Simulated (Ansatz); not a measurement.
## C2H3O2, SMILES [CH2]C(=O)O: a rigid scan of one bond length, step by step

Computed with Ansatz's Python interface.

Notebook, run cell by cell (the value of a cell's last expression is shown):

**Cell 1**
```python
import ansatz as az
import matplotlib.pyplot as plt
import numpy as np
```

**Cell 2**
```python
geometry_ang = [
    ("C", (-0.4777, 0.8864, 0.0319)),
    ("C", (-0.0478, -0.427, -0.1433)),
    ("O", (-0.67, -1.3286, -0.7045)),
    ("O", (1.2446, -0.5507, 0.3973)),
    ("H", (-1.4976, 1.1705, -0.3934)),
    ("H", (0.0841, 1.6792, 0.5248)),
    ("H", (1.4257, -1.4978, 0.2417)),
]
c2h3o2 = az.Crystal.molecule()
for symbol, xyz in geometry_ang:
    c2h3o2 = c2h3o2.atom(symbol, xyz)
```

**Cell 3**
```python
symbols = [site.symbol for site in c2h3o2.cartesian_sites]
start = np.array([site.position_ang for site in c2h3o2.cartesian_sites])
axis = (start[3] - start[1]) / np.linalg.norm(start[3] - start[1])
moving = [3, 6]
lengths, energies = [1.238, 1.294, 1.35, 1.406, 1.463, 1.519, 1.575, 1.66], []
for length in lengths:
    xyz = start.copy()
    xyz[moving] += (length - np.linalg.norm(start[3] - start[1])) * axis
    point = az.Crystal.molecule()
    for symbol, place in zip(symbols, xyz):
        point = point.atom(symbol, place.tolist())
    job = (
        point.calculation()
        .basis(gaussian="def2-SVP")
        .functional("CAM-B3LYP")
        .spin("collinear", total=1)
    )
    r = job.run().report
    energies.append(r["free_energy_ev"])
    print(f"r = {length:6.3f} A  E = {energies[-1]:.5f} eV  <S^2> = {abs(r['mean_field']['state']['spin_squared']):.3f}")
```
Output:
```text
r =  1.238 A  E = -6207.93954 eV  <S^2> = 0.759
r =  1.294 A  E = -6208.22548 eV  <S^2> = 0.760
r =  1.350 A  E = -6208.32276 eV  <S^2> = 0.762
r =  1.406 A  E = -6208.28669 eV  <S^2> = 0.763
r =  1.463 A  E = -6208.15496 eV  <S^2> = 0.764
r =  1.519 A  E = -6207.96210 eV  <S^2> = 0.764
r =  1.575 A  E = -6207.72780 eV  <S^2> = 0.765
r =  1.660 A  E = -6207.32570 eV  <S^2> = 0.766
```

**Cell 4**
```python
# quartic fit about the minimum
fit = np.polynomial.Polynomial.fit(lengths, np.array(energies) - min(energies), 4).convert()
roots = [r.real for r in fit.deriv().roots() if abs(r.imag) < 1e-9 and fit.deriv(2)(r.real) > 0]
r_e = min(roots, key=lambda r: abs(r - lengths[int(np.argmin(energies))]))
print(f"minimum of the fit at {r_e:.4f} A, force constant {fit.deriv(2)(r_e):.2f} eV/A^2")
plt.figure(figsize=(4.5, 3))
plt.plot(lengths, np.array(energies) - min(energies), "o-")
plt.xlabel("bond length (A)")
plt.ylabel("E - E(min) (eV)")
plt.tight_layout()
plt.savefig("scan.png", dpi=100)
```
Output:
```text
minimum of the fit at 1.3602 A, force constant 40.19 eV/A^2
```

Notes:
- Total energies depend on the basis set; only differences at equal settings carry meaning.
- The rest of the molecule is held rigid at a force-field or estimated start geometry, and the basis set is modest; single-reference methods fail as a bond breaks.
- The species is open-shell (spin multiplicity 2).
- Wall time of the script: 26 s on 1 thread of Intel(R) Xeon(R) Platinum 8488C (Sapphire Rapids) (shared host), peak memory 0.28 GiB.
